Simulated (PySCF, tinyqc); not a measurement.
RHF in the sto-3g basis, for LiH, spin multiplicity 1, step by step. The lowest restricted solution is unstable here: a spin-polarised one lies 0.0042 hartree lower (PySCF). One step of it, computed by the program tinyqc.

Task: Iteration 2: building the Fock matrix. J_ij = sum D_kl (ij|kl), K_ij = sum D_kl (ik|jl); F = H + J - 0.5 K; E = tr D H + tr D J / 2 - 0.25 tr D K + E_nn.

D after iteration 1:
```
            1Li 1s     1Li 2s    1Li 2px    1Li 2py    1Li 2pz      2H 1s
1Li 1s    2.085682  -0.340309  -0.011610  -0.139045  -0.149211  -0.025456
1Li 2s   -0.340309   1.205140   0.131769   0.571563   0.266977   0.482870
1Li 2px  -0.011610   0.131769   0.014737   0.062782   0.028241   0.054224
1Li 2py  -0.139045   0.571563   0.062782   0.271327   0.125790   0.230257
1Li 2pz  -0.149211   0.266977   0.028241   0.125790   0.061883   0.102857
2H 1s    -0.025456   0.482870   0.054224   0.230257   0.102857   0.199656
```

core Hamiltonian H = T + V (hartree):
```
            1Li 1s     1Li 2s    1Li 2px    1Li 2py    1Li 2pz      2H 1s
1Li 1s   -4.648392  -1.043007   0.000000   0.000000  -0.008644  -0.080246
1Li 2s   -1.043007  -1.337594   0.000000   0.000000  -0.088715  -0.393848
1Li 2px   0.000000   0.000000  -1.088054   0.000000   0.000000   0.000000
1Li 2py   0.000000   0.000000   0.000000  -1.088054   0.000000   0.000000
1Li 2pz  -0.008644  -0.088715   0.000000   0.000000  -1.155216  -0.542930
2H 1s    -0.080246  -0.393848   0.000000   0.000000  -0.542930  -1.193374
```

Two-electron integrals (ij|kl) in chemists' order, unique and non-zero (hartree):
```
(11|11) 1.680395   (21|11) 0.265420   (21|21) 0.049941   (22|11) 0.397727
(22|21) 0.092860   (22|22) 0.290562   (31|31) 0.008981   (32|31) 0.013788
(32|32) 0.064184   (33|11) 0.396640   (33|21) 0.092880   (33|22) 0.290497
(33|33) 0.312946   (41|41) 0.008981   (42|41) 0.013788   (42|42) 0.064184
(43|43) 0.016869   (44|11) 0.396640   (44|21) 0.092880   (44|22) 0.290497
(44|33) 0.279207   (44|44) 0.312946   (51|51) 0.008981   (52|51) 0.013788
(52|52) 0.064184   (53|53) 0.016869   (54|54) 0.016869   (55|11) 0.396640
(55|21) 0.092880   (55|22) 0.290497   (55|33) 0.279207   (55|44) 0.279207
(55|55) 0.312946   (61|11) 0.018822   (61|21) 0.003585   (61|22) 0.006875
(61|33) 0.006790   (61|44) 0.006790   (61|51) 0.000473   (61|52) 0.000924
(61|55) 0.007048   (61|61) 0.000287   (62|11) 0.077975   (62|21) 0.018587
(62|22) 0.066227   (62|33) 0.062355   (62|44) 0.062355   (62|51) 0.002854
(62|52) 0.020909   (62|55) 0.073911   (62|61) 0.001631   (62|62) 0.030300
(63|31) 0.001081   (63|32) 0.005930   (63|53) 0.002772   (63|63) 0.001570
(64|41) 0.001081   (64|42) 0.005930   (64|54) 0.002772   (64|64) 0.001570
(65|11) 0.107387   (65|21) 0.025749   (65|22) 0.094129   (65|33) 0.087664
(65|44) 0.087664   (65|51) 0.004384   (65|52) 0.032311   (65|55) 0.106973
(65|61) 0.002306   (65|62) 0.046098   (65|65) 0.070543   (66|11) 0.242238
(66|21) 0.058385   (66|22) 0.229228   (66|33) 0.210103   (66|44) 0.210103
(66|51) 0.008587   (66|52) 0.082641   (66|55) 0.267359   (66|61) 0.005161
(66|62) 0.138464   (66|65) 0.216178   (66|66) 0.774606
```

nuclear repulsion = 0.72689177 hartree

Give: Coulomb J; exchange K; Fock matrix F; total energy of this density.

Result:

Coulomb J (hartree):
```
         1Li 1s  1Li 2s  1Li 2px  1Li 2py  1Li 2pz  2H 1s
1Li 1s    4.086   0.699    0.004    0.014    0.010  0.051
1Li 2s    0.699   1.346    0.017    0.072    0.073  0.329
1Li 2px   0.004   0.017    1.332    0.002    0.001  0.002
1Li 2py   0.014   0.072    0.002    1.340    0.006  0.008
1Li 2pz   0.010   0.073    0.001    0.006    1.360  0.470
2H 1s     0.051   0.329    0.002    0.008    0.470  1.193
```

exchange K (hartree):
```
         1Li 1s  1Li 2s  1Li 2px  1Li 2py  1Li 2pz  2H 1s
1Li 1s    3.390   0.529    0.010    0.006   -0.020  0.051
1Li 2s    0.529   0.487    0.049    0.204    0.154  0.274
1Li 2px   0.010   0.049    0.103    0.019    0.013  0.023
1Li 2py   0.006   0.204    0.019    0.179    0.058  0.098
1Li 2pz  -0.020   0.154    0.013    0.058    0.178  0.199
2H 1s     0.051   0.274    0.023    0.098    0.199  0.397
```

Fock matrix F (hartree):
```
         1Li 1s  1Li 2s  1Li 2px  1Li 2py  1Li 2pz   2H 1s
1Li 1s   -2.257  -0.609   -0.001    0.011    0.012  -0.055
1Li 2s   -0.609  -0.235   -0.007   -0.030   -0.092  -0.202
1Li 2px  -0.001  -0.007    0.192   -0.007   -0.005  -0.010
1Li 2py   0.011  -0.030   -0.007    0.163   -0.024  -0.041
1Li 2pz   0.012  -0.092   -0.005   -0.024    0.116  -0.173
2H 1s    -0.055  -0.202   -0.010   -0.041   -0.173  -0.199
```

total energy of this density = -7.60257 hartree
